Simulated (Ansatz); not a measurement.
**Two structures, one formula**

Two relaxed structures of Si2H3O (charge +1), closed shell (PBE0-D4/def2-TZVP; forces vanish, vibrations not checked).

A:

```
atom    x (Å)    y (Å)    z (Å)
  O1   0.9621  -2.5652   1.1770
 Si2   0.4809  -1.2826   0.5883
 Si3  -0.3089   0.8237  -0.3779
  H4  -1.4992   0.3048  -1.0792
  H5   0.8824   1.1488  -1.1859
  H6  -0.5173   1.5705   0.8778
```

B:

O1  (0.879, -2.182, 1.464)
Si2  (0.629, -1.757, -0.042)
Si3  (-0.194, 0.516, -0.426)
H4  (-1.548, 0.616, -1.041)
H5  (0.720, 1.412, -1.192)
H6  (0.780, -1.740, 2.313)
(Å)

Computed with Ansatz 0.2.0 (basis: def2-TZVPP); correlated methods freeze the cores. B3LYP uses VWN-RPA correlation.

**Question.** Which structure is lower at CCSD(T), and by how much? (An estimate is asked for; the value comes from the calculation.)

**Answer.** By the calculation: A, by 0.024 eV (electronic energy, against the other); a gap this small isn't resolved in one triple-zeta basis. By their contacts, A is Si₂H₃O ([O][Si][SiH3]), total charge +1 and B is Si₂H₃O ([OH][Si][SiH2]), total charge +1.

**Question.** Do the other methods give the same order? (A judgement: the text doesn't fix the answer.)

**Answer.** Computed: Not all: PBE-D4, PBE0-D4, B3LYP-D4, wB97M-V, HF, CCSD give the other order.

```
   method  E(B) − E(A) (eV)
   PBE-D4            -0.008
r2SCAN-D4             0.053
  PBE0-D4            -0.112
 B3LYP-D4            -0.101
  wB97M-V            -0.060
       HF            -0.278
      MP2             0.340
     CCSD            -0.081
  CCSD(T)             0.024
```

The T1 diagnostic stays at or below 0.026. The T1 diagnostic is large here, which may signal multireference character or strong orbital relaxation, so CCSD(T) is less sure. The restricted Hartree–Fock reference is unstable towards an unrestricted one at one or more of these structures.

Labels in which every atom is bracketed show which atoms are joined, not bond orders.

For scale, one of the runs: CCSD(T)/def2-TZVPP, 157 basis functions, launched by `ansatz run in.yaml --threads 2 --pin off --events-out ev --progress --plain --max-ram 4352MiB`. The run took 13 s on 2 CPU threads of an Intel Xeon Platinum 8259CL (shared host), with 1 GiB of host memory at its peak.
